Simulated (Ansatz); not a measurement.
`C=C=C(F)CN` and `C=C=C(C)F` differ in one atom or group.

Ansatz, PBE0-D4/def2-TZVP geometries, multiplicity 1. Each molecule was computed in one conformer, which needn't be the lowest.

```csv
property,`C=C=C(F)CN`
HOMO energy (B3LYP/def2-TZVPP) / eV,-6.95
HOMO energy (ωB97M-V/def2-TZVPP) / eV,-9.42
HOMO energy (PBE/def2-TZVPP) / eV,-5.65
size of the dipole moment (B3LYP/def2-TZVPP) / D,2.84
size of the dipole moment (ωB97M-V/def2-TZVPP) / D,2.86
LUMO energy (B3LYP/def2-TZVPP) / eV,-0.58
```

(1) What does the change do to each property? (Best estimate.)

## Answers

(1) Ansatz gave: 
```csv
property,`C=C=C(C)F`,shift
HOMO energy (B3LYP/def2-TZVPP) / eV,-6.89,0.06
HOMO energy (ωB97M-V/def2-TZVPP) / eV,-9.30,0.12
HOMO energy (PBE/def2-TZVPP) / eV,-5.85,-0.20
size of the dipole moment (B3LYP/def2-TZVPP) / D,1.72,-1.12
size of the dipole moment (ωB97M-V/def2-TZVPP) / D,1.72,-1.14
LUMO energy (B3LYP/def2-TZVPP) / eV,-0.59,-0.01
```

Dipoles are sizes alone; their direction can turn.

B3LYP here is the variant with VWN-RPA as its local correlation; programs differ in this.
